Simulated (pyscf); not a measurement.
## Concerted two-bond exchange: methane (CH₄) + H₂Al–Cl → methane (CH₄) + H₂Al–Cl

Gas phase, singlet surface, charge 0. Bonds broken: C1–H9, Al2–H6. Bonds formed: C1–H6, Al2–H9. PySCF, gas phase, ωB97X-D3(BJ)/def2-SVP geometries. MP2 and CC: frozen core, UHF for open shells. ΔMP2 is the change of the MP2 total energy from the triple- to the quadruple-zeta basis.

Transition state (Å):

```xyz
9

C      1.0076    -0.1447     0.6185
Al    -0.2289     1.5999    -0.5236
H      1.1817     0.0294     1.6844
H      0.6313    -1.1602     0.4632
H      1.8962     0.0661     0.0128
H      0.5226     1.4965     0.9204
H     -1.7244     2.0236    -0.2636
Cl     1.0514     2.4908    -1.9668
H     -0.1809    -0.0261    -0.6435
```

One imaginary mode, 1505i cm⁻¹; descent along it reached the two sides named, in the forms told below.

```csv
bond,change,reactant side (Å),saddle,product side
C1–H9,breaks,1.103,1.738,3.1
Al2–H6,breaks,1.575,1.631,2.430
C1–H6,forms,3.1,1.738,1.102
Al2–H9,forms,2.420,1.631,1.575
```

Electronic energies relative to the separated reactants (eV):

```
level                             barrier  reaction energy  reverse barrier
--------------------------------  -------  ---------------  ---------------
ωB97X-D3(BJ)/def2-TZVP               3.43             0.00             3.43
PBE/def2-TZVP                        3.04             0.00             3.04
r²SCAN/def2-TZVP                     3.16             0.00             3.16
B3LYP-D3(BJ)/def2-TZVP               3.31             0.00             3.31
PBE0-D3(BJ)/def2-TZVP                3.23             0.00             3.23
M06-2X/def2-TZVP                     3.39             0.00             3.39
ωB97M-D3(BJ)/def2-TZVP               3.44             0.00             3.44
HF/def2-TZVP                         4.25             0.00             4.25
MP2/def2-QZVPP                       3.70             0.00             3.70
CCSD/def2-TZVPP                      3.66             0.00             3.66
CCSD(T)/def2-TZVPP                   3.52             0.00             3.52
CCSD(T)/def2-TZVPP + ΔMP2(QZVPP)     3.50             0.00             3.50
```

With CCSD(T)/def2-TZVPP + ΔMP2(QZVPP) energies and thermal terms (ideal gas, 1 atm, RRHO with modes under 100 cm⁻¹ raised to 100, one conformer, R ln 2 for chiral ones without a mode under 150 cm⁻¹), in eV:

```
T (K)   ΔH‡   ΔG‡    ΔH    ΔG
-----  ----  ----  ----  ----
298    3.45  3.84  0.00  0.00
600    3.47  4.24  0.00  0.00
900    3.50  4.61  0.00  0.00
1200   3.54  4.98  0.00  0.00
```

On the reactant side the descent ends in a complex, 0.18 eV under the separated species and 3.60 eV under the saddle at ωB97X-D3(BJ)/def2-TZVP. On the product side the descent ends in a complex (not fully relaxed), 0.18 eV under the separated species and 3.60 eV under the saddle at ωB97X-D3(BJ)/def2-TZVP. The same reactants have a lower exit, to H₃C–AlH₂ + HCl (barrier +1.86 eV at ωB97M-D3(BJ)/def2-TZVP, against +3.44 eV here). This is the saddle that the search found; another between the same sides may lie lower. The CCSD(T) − MP2 part came from Ansatz, without density fitting, on the same reference.
